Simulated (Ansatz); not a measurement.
How methods differ on SiNH4 (SMILES N[SiH2])

The species is SiNH4 (6 atoms), meant as a doublet with charge 0. As SMILES, `N[SiH2]`. The coordinates come from a PBE0-D4/def2-TZVP relaxation. This is one conformer, not always the lowest.

Each level gives the vertical electron affinity (to the singlet anion) (eV). The values are calculated.

The electron affinity is E(neutral) − E(anion): positive where the electron is bound.

```csv
level,kind,program,value (eV),less FCI/STO-3G,CPU time (all runs)
USVWN5/STO-3G,LDA,Ansatz,-5.63,+0.63,1.4 s
U-r2SCAN/STO-3G,meta-GGA,Ansatz,-5.47,+0.79,6.2 s
UB3LYP/STO-3G,global hybrid,Ansatz,-5.24,+1.02,2.6 s
UPBE0/STO-3G,global hybrid,Ansatz,-5.35,+0.91,2.6 s
UHSE06/STO-3G,range-separated hybrid,Ansatz,-5.36,+0.90,3.7 s
UB2PLYP/STO-3G,double hybrid,Ansatz,-5.57,+0.69,2.7 s
UMP2/STO-3G,perturbation theory,Ansatz,-6.19,+0.07,0.19 s
UCCSDTQ/STO-3G,coupled cluster or CI,Ansatz,-6.26,0.00,26 s
FCI/STO-3G,exact in the basis,Ansatz,-6.26,0.00,7 s
```

FCI/STO-3G is exact within its basis and frozen core, so for wave-function methods in that basis the difference is their error; functionals converge differently with the basis, so for them it is only a difference. The values span -6.26 to -5.24 eV. All rows use very small basis sets, so none should be taken for the real molecule's value. Negative values mean that the anion is unbound at that level; they are set by how diffuse the basis is and aren't properties of the molecule, whose anion may well be bound. In so small a basis fixed costs decide the times, and correlated methods can beat functionals. Times are those of the runs behind each value, whatever else they computed, on shared processors of several kinds: orders of magnitude only.
